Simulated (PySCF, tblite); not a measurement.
**C₅H₉N+ (doublet): geometry, infrared bands and EPR parameters**

Wanted: the infrared bands and EPR parameters of C₅H₉N+ (doublet) (`C[N+]1CC=CC1`), by calculation.

The runs use tblite 0.8.0 and PySCF 2.14.0, with density-fitted response routines of our own; the level of theory stands in each step. All values are computed, except where a source is named. Atoms are numbered from 0 throughout.

## Step 1: The starting structure

15 atoms, charge 1, multiplicity 2; geometry from: force field or distance geometry start.

Bonds of the start (Å): C0–N1 1.46, N1–C2 1.46, C2–C3 1.51, C3–C4 1.33, C4–C5 1.48, C5–N1 1.47, C0–H6 1.09, C0–H7 1.10, C0–H8 1.09, C2–H9 1.09, C2–H10 1.10, C3–H11 1.08, C4–H12 1.08, C5–H13 1.10, C5–H14 1.10.

## Step 2: Relaxing the molecule with GFN2-xTB

What the job is given:

```
{"job": {"kind": "relax", "xc": "GFN2-xTB", "basis": "xTB"}, "charge": 1, "multiplicity": 2}
C      1.850100    -0.250300     0.159000
N      0.444600    -0.145100     0.554600
C     -0.401000    -1.149700    -0.092500
C     -1.691700    -0.416200    -0.342700
C     -1.536000     0.881700    -0.105800
C     -0.137900     1.175300     0.293900
H      2.243600    -1.233000     0.404100
H      2.455000     0.492300     0.703400
H      1.981100    -0.085100    -0.914000
H     -0.563000    -2.008000     0.567500
H     -0.009900    -1.494700    -1.056400
H     -2.606100    -0.903400    -0.660200
H     -2.304600     1.637200    -0.223200
H      0.380100     1.711900    -0.515700
H     -0.109000     1.795100     1.206200
```

Started as:

```
> OMP_NUM_THREADS=1 python probes_run.py task.json out
```

This one command runs all jobs of the session in turn.

**Question.** This job is followed by: GFN2-xTB harmonic vibrations, gas phase; UKS B3LYP, pcH-1 on C H N, non-relativistic, mean-field spin-orbit, GIAO. What will the session give for the following? strongest single infrared mode (GFN2-xTB); zero-point energy (GFN2-xTB); g(iso) (B3LYP); ⟨S²⟩; largest a(iso) (averaged by class).

**Answer**, as computed:

| quantity | value |
| --- | --- |
| strongest single infrared mode (GFN2-xTB) | 1598 cm⁻¹, 100 km/mol |
| zero-point energy (GFN2-xTB) | 79.4 kcal/mol |
| g(iso) (B3LYP) | 2.00353 |
| ⟨S²⟩ | 0.755 (exact 0.75) |
| largest a(iso) (averaged by class) | 1H on H9, H10, H13, H14, 190.8 MHz |

In words: Relaxing lowered the energy by 0.463 eV in 42 steps; the close pair that moved most is C0–N1, from 1.464 to 1.416 Å. All 39 modes are real, so the xTB geometry is a minimum. The strongest single mode, at 1598 cm⁻¹, moves mainly C3 and C4. GFN2-xTB is a fitted tight-binding method: band positions and strengths are rough. Its intensities can rank the bands wrongly. N1 carries the largest spin population, 0.70 e. The isotropic g lies 1.2 ppt above the free-electron value. The conformer search found further structures of the same energy, which may be mirror or relabelled copies of this one.
